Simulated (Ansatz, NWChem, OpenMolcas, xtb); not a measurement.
Loss of HCl: C3H7Cl → C3H6 + HCl

Species: C3H7Cl (1-chloropropane) `CCCCl`, singlet; C3H6 (propene) `C=CC`, singlet; HCl, singlet. 

Shapes, held fixed at every level: PBE0-D4/def2-TZVP. Flexible molecules stand in one conformer, not always the lowest. Programs: Ansatz 0.2.0, NWChem 7.3.0, OpenMolcas 26.06, xtb 6.7.1. A level may come from different programs for different species; with the same settings they agree closely. The zero-point and thermal change to 298 K, harmonic and unscaled (PBE0-D4/def2-TZVP), is -17.3 kJ/mol.

**What was measured.** Tabulated heats of formation (Active Thermochemical Tables, CRC Handbook of Chemistry and Physics): C3H7Cl -131.9 (CRC); C3H6 +20.4 (ATcT); HCl -92.2 (ATcT) kJ/mol, which give ΔH(298 K) = +60.1 kJ/mol.

| level | kind | ΔH (kJ/mol) | computed − measured |
| --- | --- | --- | --- |
| GFN2-xTB | semi-empirical | +107.5 | +47.4 |
| HF/def2-TZVPP | Hartree–Fock | +41.8 | -18.3 |
| B3LYP/6-31G* (Cartesian functions) | global hybrid | +77.8 | +17.7 |
| B3LYP-D4/def2-TZVPP | global hybrid | +57.1 | -3.0 |
| BHLYP-D4/def2-TZVPP | global hybrid | +66.0 | +5.9 |
| PBE0-D4/def2-TZVPP | global hybrid | +77.7 | +17.6 |
| wB97X-V/def2-TZVPP | range-separated hybrid | +75.9 | +15.8 |
| CCSD(T)/def2-TZVPP | coupled cluster or CI | +59.3 | -0.8 |
| CCSD(T)/CBS estimate | coupled cluster or CI | +62.7 | +2.6 |

Nearest: CCSD(T)/def2-TZVPP (-0.8); farthest: GFN2-xTB (+47.4). 4 of 9 levels lie within 10 kJ/mol. The heats of C3H7Cl come from older tables and can be uncertain by 10 kJ/mol or more. The CBS estimate extrapolates MP2 from def2-TZVPP and def2-QZVPP and adds CCSD(T) − MP2 in the triple-zeta set, cores frozen.
